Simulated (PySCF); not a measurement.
Exact simulation of a proton spin system

Molecule: t-Cyanovinylacetylene (C#C/C=C/C#N, C5H3N).

Geometry:
```json
{"atom": "C1", "x (Å)": "-2.585", "y (Å)": "0.276", "z (Å)": "0.015"}
{"atom": "C2", "x (Å)": "-1.398", "y (Å)": "0.108", "z (Å)": "-0.177"}
{"atom": "C3", "x (Å)": "-0.021", "y (Å)": "-0.096", "z (Å)": "-0.435"}
{"atom": "C4", "x (Å)": "0.937", "y (Å)": "-0.008", "z (Å)": "0.513"}
{"atom": "C5", "x (Å)": "2.315", "y (Å)": "-0.217", "z (Å)": "0.226"}
{"atom": "N6", "x (Å)": "3.443", "y (Å)": "-0.385", "z (Å)": "0.012"}
{"atom": "H7", "x (Å)": "-3.636", "y (Å)": "0.426", "z (Å)": "0.189"}
{"atom": "H8", "x (Å)": "0.264", "y (Å)": "-0.337", "z (Å)": "-1.465"}
{"atom": "H9", "x (Å)": "0.680", "y (Å)": "0.232", "z (Å)": "1.549"}
```

Theory: spin–spin couplings from B3LYP/pcJ-1, σ from GIAO-PBE0/pcSseg-1, PBE0-D3(BJ)/def2-SVP geometry, in PySCF 2.14 (no relativistic terms, one computed conformer, gas phase).

Shifts are taken against calculated references (same method and geometry level): $^{1}$H (31.27 ppm) vs TMS.

Shifts (ppm): H7 3.90, H8 6.41, H9 5.79.
Couplings (Hz): H7–H8: -4.0; H7–H9: 1.3; H8–H9: 18.5.

The 3-spin Hamiltonian (Zeeman plus full scalar coupling among like nuclei) was diagonalised exactly; lines are Lorentzian, 0.5 Hz wide, and the maxima above 3 % are listed with the tallest set to 100.

Question: Give the $^{1}$H peak list of this spin system at 80 MHz.

Answer: 
Hz from δ = 0 (height): 525.6 (46), 521.8 (46), 507.2 (92), 503.4 (98), 471.4 (100), 470.2 (98), 452.9 (46), 451.7 (49), 314.5 (76), 313.3 (75), 310.6 (73), 309.5 (72)

Question: And at 500 MHz?

Answer: 
```
    Hz    ppm  height
3216.5  6.433      86
3212.6  6.425      87
3198.0  6.396      97
3194.1  6.388      98
2904.6  5.809     100
2903.3  5.807     100
2886.1  5.772      89
2884.8  5.770      89
1952.7  3.905      96
1951.4  3.903      96
1948.7  3.897      96
1947.4  3.895      95
```

Question: Among coupled protons with different shifts, which pair is furthest from first order, and how does the field change that?

Answer: H8 and H9: Δν/J is about 2.7 at 80 MHz (strongly coupled) and 16.8 at 500 MHz (close to first order). J in Hz doesn't depend on the field, while Δν in Hz grows in proportion to it.

Unscaled 3J(H,H) at this level run about 10 % above measured values.
